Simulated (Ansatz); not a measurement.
# The nitrogen atom: up Jacob's ladder to CCSD(T)

The task here is to estimate one member of a computed series from the others.

The runs use Ansatz 0.2.0, Gaussian basis; functionals in def2-TZVPP, the program's frozen cores in correlated methods.

Plan: LDA (SPW92), PBE, revPBE, BLYP, r2SCAN, B97M-V, PBE0, B3LYP, r2SCANh, r2SCAN0, HSE06, BHLYP, CAM-B3LYP, LC-ωPBE, ωB97X-V, ωB97M-V, B2PLYP, PBE-QIDH; CCSD(T)/def2-SVP; CCSD(T)/def2-TZVPP; CCSD(T)/def2-QZVPP; extrapolation to the limit; RPA on PBE.

6 further runs of the same task are left out: 6 set aside as unsound or not needed.

### The atom

SMILES `[N]`, 1 atom, charge 0, spin multiplicity 4.

The first run:

in.yaml reads:

```yaml
crystal:
  periodic: [false, false, false]
  atoms:
    - {symbol: N, position_ang: [0.000000, 0.000000, 0.000000]}
basis:
  gaussian: {orbitals: def2-TZVPP}
magnetization: {spin_polarized: true, initial_magnetization: 3}
hamiltonian: {xc: lda}
output: {orbitals: {seedname: orbitals}}
```

Steps of the session up to this table: LDA; PBE (GGA); revPBE (GGA); BLYP (GGA); r2SCAN (meta-GGA); B97M-V (meta-GGA); PBE0 (hybrid); B3LYP (hybrid); r2SCANh (hybrid); r2SCAN0 (hybrid); HSE06 (hybrid); BHLYP (hybrid); CAM-B3LYP (range-separated); LC-ωPBE (range-separated); ωB97X-V (range-separated); ωB97M-V (range-separated); B2PLYP (double hybrid); PBE-QIDH (double hybrid).

One of the session's tables, all rows but one given; the rest of the session is left out.

It belongs to the step «Orbital energies across the functionals». Levels are read from the orbital files that the runs wrote (highest filled and lowest empty over both spins):

| functional | HOMO (eV) | LUMO (eV) | gap (eV) |
| --- | --- | --- | --- |
| LDA (SPW92) | -8.34 | -4.28 | 4.06 |
| PBE | -8.23 | -4.02 | 4.21 |
| revPBE | -8.18 | -3.91 | 4.27 |
| BLYP | -8.01 | -4.31 | 3.70 |
| r2SCAN | -8.86 | -3.09 | 5.77 |
| B97M-V | -8.68 | -2.82 | 5.86 |
| PBE0 | -10.17 | -2.21 | 7.96 |
| B3LYP | -9.73 | -3.03 | 6.70 |
| r2SCANh | -9.57 | -2.48 | 7.09 |
| r2SCAN0 | -10.64 | -1.58 | 9.05 |
| HSE06 | -9.76 | -2.61 | 7.14 |
| BHLYP | -11.91 | -0.92 | 10.99 |
| CAM-B3LYP | -11.63 | -1.30 | 10.33 |
| LC-ωPBE | -13.21 | 0.44 | 13.65 |
| ωB97X-V | -12.63 | 0.04 | 12.66 |
| ωB97M-V | ? | ? | ? |

Estimate the missing values for ωB97M-V.

**Answer.** HOMO (eV): -12.49; LUMO (eV): -0.04; gap (eV): 12.44. In the column «HOMO (eV)» it lies between ωB97X-V (-12.63) and BHLYP (-11.91).
